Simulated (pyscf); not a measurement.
5 gas-phase steps of one pattern: four-centre exchange on the singlet surface, B–Br + H–N or B–F + H–N broken and B–N + Br–H or B–N + F–H formed. Structures and frequencies: ωB97X-D3(BJ)/def2-SVP in PySCF. Electronic energies in kcal/mol, between the relaxed ends of the descent from the saddle (adducts or complexes of the species named), with the reactant end as zero; ΔE‡ and ΔE at ωB97X-D3(BJ)/def2-TZVP. Rows were drawn at random from the steps of this pattern with a verified saddle, stable references and a bound adduct at one end at least.

| row | step | ΔE | ΔE‡ |
|---|---|---|---|
| 1 | H₂N–B(NH₂)–F + NH₃ → H₂N–B(NH₂)–NH₂ + HF | +2.1 | 25.6 |
| 2 | Br–B(Br)–Br + NH₃ → HBr + H₂N–B(Br)–Br | +13.1 | 31.1 |
| 3 | HO–B(F)–F + NH₃ → H₂N–B(OH)–F + HF | +17.1 | ? |
| 4 | F–BH–F + NH₃ -> HF + H₂N–BH–F | +20.7 | 34.8 |
| 5 | NH₃ + F–B(Cl)–Cl -> H₂N–B(Cl)–Cl + HF | +23.6 | 39.9 |

**Question.** From a straight line through the complete rows, estimate the missing barrier and say how far the line can be trusted.

**Answer.** Over the 4 complete rows the means are +14.9 (ΔE) and 32.9 (ΔE‡); least squares gives b = 0.61 and a = 23.8 kcal/mol, with residuals of 1.3 kcal/mol (root mean square; largest 1.7, row 5). For row 3: 23.8 + 0.61 × (+17.1) = 34.2 kcal/mol. The computed barrier is 33.4 kcal/mol, 0.8 under the line. The line follows the complete rows closely. Each barrier is that of the saddle found. Elements up to Kr have no core potential and no relativistic terms here.
